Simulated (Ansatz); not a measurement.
Input for Ansatz (development build ahead of 0.2.0):

```yaml
crystal:
  periodic: [false, false, false]
  atoms:
    - { symbol: F, position_ang: [0.0, -0.35353, -1.09853] }
    - { symbol: H, position_ang: [0.0, 0.4188, -0.73473] }
    - { symbol: F, position_ang: [0.0, 0.35353, 1.09853] }
    - { symbol: H, position_ang: [0.0, -0.4188, 0.73473] }
basis:
  gaussian: { orbitals: cc-pVDZ }
hamiltonian:
  xc: hf
correlation:
  method: mp2
  frozen_orbitals: { F: 1, H: 0 }
```

The input is written out in the form of the current development build from the run's settings.

Results

```yaml
Converged: yes
Reference_energy: -200.03440 hartree
Correlation_energy: -0.40158 hartree
Total_energy: -200.43599 hartree
Spin_squared_of_the_determinant: 0.000
```
